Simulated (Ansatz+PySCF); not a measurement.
The numbers below are computed, except where a source is named.
## Ansatz (development build ahead of 0.2.0) run

```yaml
crystal:
  periodic: [false, false, false]
  atoms:
    - { symbol: C, position_ang: [0.0107, 0.54209, 0.0] }
    - { symbol: C, position_ang: [0.0107, -0.2015, 1.29157] }
    - { symbol: C, position_ang: [0.0107, -0.2015, -1.29157] }
    - { symbol: H, position_ang: [-0.32641, 1.57357, 0.0] }
    - { symbol: H, position_ang: [0.2179, 0.45741, 2.13848] }
    - { symbol: H, position_ang: [0.2179, 0.45741, -2.13848] }
    - { symbol: H, position_ang: [-0.94107, -0.67758, 1.48113] }
    - { symbol: H, position_ang: [0.76366, -0.99707, 1.28624] }
    - { symbol: H, position_ang: [0.76366, -0.99707, -1.28624] }
    - { symbol: H, position_ang: [-0.94107, -0.67758, -1.48113] }
basis:
  gaussian: { orbitals: cc-pVTZ }
magnetization:
  initial_magnetization: 1
hamiltonian:
  xc: hf
correlation:
  method: mp2
  frozen_orbitals: { C: 1, H: 0 }
output:
  forces: true
```

The input is written out in the form of the current development build from the run's settings. Correlation on restricted open-shell orbitals is semicanonical, with singles.

The run gave:

```yaml
Converged: yes
Reference_energy: -117.67463 hartree
Correlation_energy: -0.50973 hartree
Total_energy: -118.18436 hartree
Spin_squared_of_the_determinant: 0.750
Stability_test: minimum among restricted orbitals
Occupied_orbitals_by_symmetry_in_an_Abelian_subgroup_alpha;_beta: 8 A' 5 A''; 7 A' 5 A''
```

Forces (eV/Å):
```csv
atom,Fx,Fy,Fz
C1,-0.173,0.104,0.000
C2,0.617,0.245,-0.021
C3,0.617,0.245,0.021
H4,0.095,-0.153,0.000
H5,-0.025,-0.101,-0.123
H6,-0.025,-0.101,0.123
H7,-0.459,-0.223,0.071
H8,-0.094,0.104,0.001
H9,-0.094,0.104,-0.001
H10,-0.459,-0.223,-0.071
```
